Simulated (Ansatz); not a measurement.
# Sn: electron density at the nuclei under pressure

```yaml
crystal:
  lattice:
    - [0.00000, 3.32785, 3.32785]
    - [3.32785, 0.00000, 3.32785]
    - [3.32785, 3.32785, 0.00000]
  atoms:
    - { symbol: Sn, position: [0.00000, 0.00000, 0.00000] }
    - { symbol: Sn, position: [0.25000, 0.25000, 0.25000] }
```

Atom numbers follow the list: Sn1, Sn2.

The cell was built from the diamond type and relaxed in the same program, and has space group Fd-3m; it needn't be a known or the stable phase.

Spin–orbit coupling is left out, though it moves levels of the heavy atoms by tenths of an eV or more.

All numbers below come from Ansatz 0.2.0, DFT, PBE, all-electron PAW with datasets made for the crystal, scalar-relativistic.

The runs use a Γ-centred 9×9×9 k mesh, Fermi–Dirac smearing of 0.05 eV, cutoff 240 eV (chosen by the program for this cell), no spin polarisation.

The contact density is the mean electron density over the nuclear volume; its changes set Mössbauer isomer shifts. Changes below are taken from the unscaled cell, where it is 1.23629e+06 e/Å³ at Sn1.

The datasets are made afresh for each cell, so very small changes are uncertain.

(1) Does compression raise or lower the contact density at Sn1?

(2) Tabulate the changes with volume.

Answers

(1) It lowers it, by 12.76 e/Å³ over the whole range.

(2) 
```tsv
V/V(cell)	P (GPa)	Δρ(0) Sn1 (e/Å³)
0.9405	2.5	-6.43
1.0000	0.0	0.00
1.0600	-1.8	6.33
```
